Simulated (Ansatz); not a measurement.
C4H7NO can be A, `O=C1CCCN1`, or B, `C/C=N/C(C)=O`.

Isolated molecules relaxed with PBE0-D4/def2-TZVP in Ansatz; ΔE leaves out vibrations. CCSD(T)/CBS adds triple-zeta CCSD(T) − MP2 to the extrapolated MP2 energy (def2 sets, frozen cores). DFT in def2-TZVPP.

(1) Which is lower in electronic energy at CCSD(T)/CBS, and by how much? (Estimate.)

(2) Give E(B) − E(A) in kJ/mol with LDA (SPW92), BLYP-D4, MP2/def2-TZVPP, CCSD/def2-TZVPP, B2PLYP, HF/def2-TZVPP, CCSD(T)/def2-SVP. (An estimate is asked.)

(3) Does the order hold for the free energy at 298.15 K (harmonic terms from PBE0-D4)? (An estimate is asked.)

Largest T1 diagnostic: 0.015.

Results:

(1) Computed: A, by 79.9 kJ/mol.

(2) Ansatz gave: LDA (SPW92) 114.3, BLYP-D4 55.0, MP2/def2-TZVPP 87.9, CCSD/def2-TZVPP 79.4, B2PLYP 70.8, HF/def2-TZVPP 65.3, CCSD(T)/def2-SVP 75.0. None reverses the order clearly.

(3) Computed: Yes: G(B) − G(A) = +57.8 kJ/mol.

In def2-TZVPP, CCSD(T) changes the Hartree–Fock value by +11.9 kJ/mol (the triples alone add −2.3 kJ/mol) and MP2 by +22.6 kJ/mol. From BLYP to BHLYP (50 % exact exchange), in def2-TZVPP and without D4, E(B) − E(A) moves by +30.0 kJ/mol.
